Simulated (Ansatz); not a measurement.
Program: Ansatz 0.2.0.

A structure relaxed at PBE0-D4/def2-TZVP, charge 0, multiplicity 1:

```xyz
12

C     1.171    0.414   -0.916
C     0.205    0.854    0.159
O    -1.078    0.240    0.014
C    -1.193   -0.974    0.589
F    -2.329   -1.524    0.146
F    -1.298   -0.864    1.942
H     1.396   -0.653   -0.852
H     0.762    0.620   -1.906
H     2.113    0.957   -0.812
H     0.011    1.925    0.089
H     0.596    0.659    1.162
H    -0.356   -1.653    0.385
```

Task: Give its formula and SMILES.

Result: C3H6F2O, `CCOC(F)F`.

Task: Summarise the bond lengths by kind.

Result: 1 × C–C 1.511 Å; 6 × C–H 1.090 to 1.097 Å; 2 × C–O 1.348 to 1.429 Å; 2 × C–F 1.338 to 1.362 Å.
